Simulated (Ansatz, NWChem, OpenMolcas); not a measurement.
## How methods differ on S2 (sulfur dimer)

S2: 2 atoms, total charge 0, spin state triplet. SMILES: `S=S`. The bond length is the measured one.

```tsv
atom	x (Å)	y (Å)	z (Å)
S	0.0000	0.0000	0.0000
S	0.0000	0.0000	1.8892
```

Quantity: the vertical energy of the singlet above the triplet, in eV. The values are calculated.

| level | kind | program | value (eV) | less CCSD(T)/cc-pVTZ | CPU time (all runs) |
| --- | --- | --- | --- | --- | --- |
| UBLYP/cc-pVTZ | GGA | NWChem | 0.93 | +0.15 | 53 s |
| UM06-L/cc-pVTZ | meta-GGA | NWChem | 1.06 | +0.28 | 62 s |
| UPBE0/cc-pVTZ | global hybrid | NWChem | 1.08 | +0.30 | 41 s |
| UHSE06/cc-pVTZ | range-separated hybrid | Ansatz | 1.08 | +0.30 | 6.4 s |
| UPBE-QIDH/cc-pVTZ | double hybrid | Ansatz | 1.03 | +0.25 | 8 s |
| RPA@PBE0/cc-pVTZ | RPA | Ansatz | 0.88 | +0.10 | 7.1 s |
| UMP2/cc-pVTZ | perturbation theory | Ansatz | 0.84 | +0.06 | 3.2 s |
| CASSCF(12,8)/cc-pVTZ | multireference | OpenMolcas | 0.20 | -0.58 | 7 s |
| ROCCSD(T)/cc-pVTZ | coupled cluster or CI | OpenMolcas | 0.78 | 0.00 | 14 s |

Differences are taken from ROCCSD(T)/cc-pVTZ for orientation; it has basis-set and higher-order errors of its own. The values span 0.20 to 1.08 eV. CPU times are rough (shared hosts, several kinds of processor): they show what a rung costs within a factor of a few.
